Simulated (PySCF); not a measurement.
## Oxygen: a sound run and one with changed settings

Sound run: O [He] 2s2 2p4, O⁺ [He] 2s2 2p3. All numbers are calculated (PySCF 2.14, the spin-free X2C one-electron Hamiltonian (Gaussian nucleus), in x2c-SVPall). The sound run starts from symmetry-adapted Hartree-Fock orbitals and uses a fine grid where one is needed.

Changed run: 6 angular points. This setting is unsound on purpose.

| species | method | sound run (hartree) | changed run (hartree) | converged |
| --- | --- | --- | --- | --- |
| O | UHF | -74.77172 | -74.77172 | yes |
| O | PBE | -74.96749 | -75.00310 | yes |
| O | M06-L | -75.04513 | -75.12712 | yes |
| O⁺ | UHF | -74.32809 | -74.32809 | yes |
| O⁺ | PBE | -74.45727 | -74.45727 | yes |
| O⁺ | M06-L | -74.53485 | -74.53485 | yes |

Ionisation energy of O:

```
method  sound run (eV)  changed run (eV)
   UHF          12.072            12.072
   PBE          13.884            14.853
 M06-L          13.885            16.116
```

A coarse angular grid integrates products of high-l functions wrongly, so density functionals can shift, and the SCF can exploit the error; Hartree-Fock and MP2 need no grid.

For comparison, NIST gives 13.618 eV between the lowest levels.
